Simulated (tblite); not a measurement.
# ClF3H4: the cost of one run

Programs: tblite 0.8.0 and PySCF 2.14.0. All values are calculated, for the isolated system unless a continuum is named. Atoms count from 0, parts from 1.

### Step 1. The system as given

8 atoms, charge 0, multiplicity 1; geometry: rigid parts in contact. Parts: 1 = atoms 0–1, `Cl`, charge 0; 2 = atoms 2–3, `F`, charge 0; 3 = atoms 4–5, `F`, charge 0; 4 = atoms 6–7, `F`, charge 0.

### Step 2. Docking the parts with GFN2-xTB

Job settings and geometry (Å):

```
{"job": {"kind": "dock", "xc": "GFN2-xTB", "basis": "xTB"}, "charge": 0, "multiplicity": 1, "parts": [{"atoms": "0-1", "charge": 0, "multiplicity": 1}, {"atoms": "2-3", "charge": 0, "multiplicity": 1}, {"atoms": "4-5", "charge": 0, "multiplicity": 1}, {"atoms": "6-7", "charge": 0, "multiplicity": 1}]}
Cl     0.358789     0.162731    -0.793325
H     -0.189312    -0.042022     0.353614
F      0.113887    -2.759433    -0.415908
H      0.164473    -1.851045    -0.705537
F     -0.848268    -1.216645     1.828000
H     -0.770231    -2.148316     1.887665
F      0.426125    -5.105112     0.839707
H      0.353672    -4.502988     0.125306
```

With the program's defaults for keys left out, this is: GFN2-xTB search for minima from random contacts, gas phase.

On the command line:

```console
$ OMP_NUM_THREADS=1 python cluster_run.py task.json out
```

One launch serves the whole session: the jobs run in the order shown.

Q: Estimate the wall time of this first job on 1 thread of Arm Neoverse N1, shared host.

About 9.6 s.
